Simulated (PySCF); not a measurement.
C₃H₆.
Atom-mapped SMILES: `[CH2:1]=[CH:2][CH3:3]` (hydrogens: H4, H5 on C1; H6 on C2; H7, H8, H9 on C3)

Method used: core-valence-separated Tamm–Dancoff BHandHLYP/aug-pcX-1 (pcseg-1 on H) in PySCF, non-relativistic, gas phase, PBE0-D3(BJ)/def2-SVP geometry. BHandHLYP without relativity tends to put these K edges a few eV too low, so spacings mean more than positions.

**Question.** Give energies, oscillator strengths and core holes at the C K edge.

**Answer.** 
```
E (eV)       f  core hole on  main final orbital                        polarisation
282.66  0.0544            C1       LUMO+2 (64 %)  normal to the local trigonal plane
282.75  0.0681            C2       LUMO+2 (76 %)  normal to the local trigonal plane
285.57  0.0088            C3         LUMO (84 %)                                   –
285.63  0.0028            C3       LUMO+2 (88 %)                                   –
285.67  0.0105            C1       LUMO+1 (81 %)         in the local trigonal plane
285.92  0.0141            C2       LUMO+1 (37 %)         in the local trigonal plane
286.03  0.0282            C1       LUMO+3 (50 %)         in the local trigonal plane
286.21  0.0275            C3       LUMO+3 (50 %)                                   –
286.45  0.0305            C3       LUMO+4 (70 %)                                   –
286.80  0.0014            C1         LUMO (75 %)         in the local trigonal plane
286.92  0.0029            C3       LUMO+1 (51 %)                                   –
287.01  0.0015            C2         LUMO (66 %)         in the local trigonal plane
287.02  0.0075            C1       LUMO+4 (35 %)  normal to the local trigonal plane
287.16  0.0010            C2       LUMO+1 (51 %)         in the local trigonal plane
287.35  0.0040            C1       LUMO+5 (35 %)         in the local trigonal plane
```

The first line with a tenth or more of the strongest one's intensity is at 282.66 eV (f = 0.054), with the hole on C1 (terminal =CH2 carbon), polarised normal to the local trigonal plane: a 1s→π* resonance. The strongest listed is at 282.75 eV (f = 0.068; C2, 1s→π*).

Roots within 0.03 eV whose holes lie on the same, on equivalent or on shared atoms are summed into one line, and the highest roots are left out, as the search may have cut off their partners. Final orbitals are the ground state's empty Kohn–Sham orbitals. A dash: too weak, shared between unlike atoms, or no plane or axis to refer to.

**Question.** What are the wavelength and the wavenumber of the 286.45 eV line?

**Answer.** λ = 12398.42 eV Å/286.45 eV = 43.283 Å; 2.3104 × 10⁶ cm⁻¹.

Only the lowest roots of each edge were sought.
